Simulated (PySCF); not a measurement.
BNGe⁺, doublet: the ladder up to RCCSDT

Geometry: that of the BNGe, singlet, kept fixed.

```xyz
3

B     0.0000   -0.1663    1.4325
N     0.0000    0.1939    0.1180
Ge    0.0000   -0.0276   -1.5506
```

Basis cc-pVDZ; PySCF 2.14.0. Only valence electrons are correlated (noble-gas cores and the filled d shells of p-block atoms frozen), which leaves 11 electrons in 39 orbitals. R marks a restricted (for open shells ROHF) determinant, U an unrestricted one. No spin–orbit coupling is included, and no scalar relativity.

Full CI isn't at hand for all of this; RCCSDT serves as the reference. It lacks quadruple excitations, which often exceed the step from CCSD(T) to CCSDT. The frozen core follows each run's orbitals, which can shift R against U totals by a few meV for light atoms and by up to 0.1 eV past Ca.

* UHF ⟨S²⟩: 0.772
* T1 diagnostic (ROHF- or RHF-based CCSD): 0.0274
* largest doubles amplitude (ROHF- or RHF-based CCSD): 0.057

```
   level  E − E(RCCSDT) (mEh)  share of correlation (%)  wall time
     RHF               290.57                      0.00          –
    RMP2                30.38                     89.54          –
   RCCSD                14.48                     95.02          –
RCCSD(T)                 0.91                     99.69      3.8 s
```

The correlation energy at RCCSDT, counted from RHF, is -7.907 eV. That run took 9.4 min on 1 thread of Arm Neoverse V2, shared host.

Run but not shown, since their state, orbitals or frozen core can't be matched to the reference's or they repeat it: UHF, UMP2, UCCSD, UCCSD(T).

Times are those of the correlated step on a shared host, with one SCF added for the restricted CCSD run; they ran on 1 thread of Arm Neoverse V2.
